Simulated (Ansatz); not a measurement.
A made-up structure of CH₃OSi, doublet:

```
6
angstrom
O -1.0025 -0.4872 -0.1093
C 0.1691 0.0873 -0.3936
Si 1.3419 0.7759 0.8566
H 0.8313 -0.7220 -0.2200
H 0.3531 0.2091 -1.4656
H 0.6445 0.0856 2.0238
```

It is relaxed with PBE-D4/def2-SVP and then PBE0-D4/def2-TZVP (Ansatz 0.2.0). Atoms count as bonded within 1.22 times the sum of their covalent radii (H–H: 0.88 Å). The end point is not checked to be a true minimum.

Q: Does its bonding change? (A judgement: the text doesn't fix the answer.)

A: The calculation gives: Yes. Formed: Si3–H4; broken: C2–H4.

Where it ends: The first stage lowers the energy by 1.95 eV in 20 steps. It ends as CH₃OSi ([O][CH][SiH2]):
```xyz
6
angstrom
O -1.4590 0.1899 -0.2691
C -0.2898 0.1133 -0.5631
Si 1.0971 0.2192 0.7231
H 2.3295 -0.5109 0.3251
H 0.0145 0.0065 -1.6296
H 0.6452 -0.0694 2.1056
```

Labels in which every atom is bracketed show which atoms are joined, not bond orders.

For scale, one of the runs: PBE0-D4/def2-TZVP relaxation, 117 basis functions, launched by `ansatz run in.yaml --threads 2 --pin off --events-out ev --progress --plain --max-ram 4352MiB`. The run took about 9 s on 2 CPU threads of an AMD EPYC 9R45 (shared host).
